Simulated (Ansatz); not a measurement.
Total energies of `[SiH3][SiH][SiH3]` radical.

```
atom    x (Å)    y (Å)    z (Å)
 Si1  -1.7849   0.7609   0.4692
 Si2   0.2793  -0.1851   0.9632
 Si3   1.7594  -0.4985  -0.8007
  H4  -1.5640   1.9712  -0.3655
  H5  -2.4792   1.1562   1.7236
  H6  -2.6683  -0.1756  -0.2810
  H7   0.1833  -1.3669   1.8671
  H8   1.8382   0.7633  -1.5831
  H9   1.3244  -1.5935  -1.7128
 H10   3.1118  -0.8321  -0.2798
```

The species carries charge 0 and has multiplicity 2. The geometry is a stationary point of PBE0-D4/def2-TZVP. Basis def2-TZVPP, Ansatz 0.2.0.

RPA on PBE orbitals: Hartree–Fock energy of these orbitals -870.80893 Eh, correlation -0.76000 Eh (frozen core).

| functional | energy without D4 (Eh) | D4 term (kJ/mol) |
| --- | --- | --- |
| revPBE | -872.47846 | -57.8 |
| B3LYP | -872.72755 | -36.2 |

Give the same for LDA (SPW92), PBE, BLYP, r2SCAN, B97M-V, PBE0, r2SCANh, r2SCAN0, HSE06 (plane-wave form), BHLYP, CAM-B3LYP, LC-ωPBE, ωB97X-V, ωB97M-V, B2PLYP, PBE-QIDH. (Best estimate.)

Ansatz gave: 
| functional | energy without D4 (Eh) | D4 term (kJ/mol) |
| --- | --- | --- |
| LDA (SPW92) | -869.10196 | – |
| PBE | -872.19203 | -22.2 |
| BLYP | -872.63135 | -47.4 |
| r2SCAN | -872.57479 | -5.3 |
| B97M-V | -872.43654 | – |
| PBE0 | -872.28548 | -19.1 |
| r2SCANh | -872.57056 | -5.8 |
| r2SCAN0 | -872.56510 | -6.5 |
| HSE06 (plane-wave form) | -872.26464 | -18.0 |
| BHLYP | -872.65399 | -31.3 |
| CAM-B3LYP | -872.66576 | -19.8 |
| LC-ωPBE | -872.38502 | – |
| ωB97X-V | -872.51625 | – |
| ωB97M-V | -872.56148 | – |
| B2PLYP | -872.28075 | – |
| PBE-QIDH | -872.02515 | – |

B3LYP takes the VWN-RPA correlation (the form of Gaussian; ORCA's B3LYP/G). HSE06 is the plane-wave form, built on full-range PBE exchange. The double hybrids freeze the cores in their second-order part.

LC-ωPBE has ω = 0.4 bohr⁻¹.
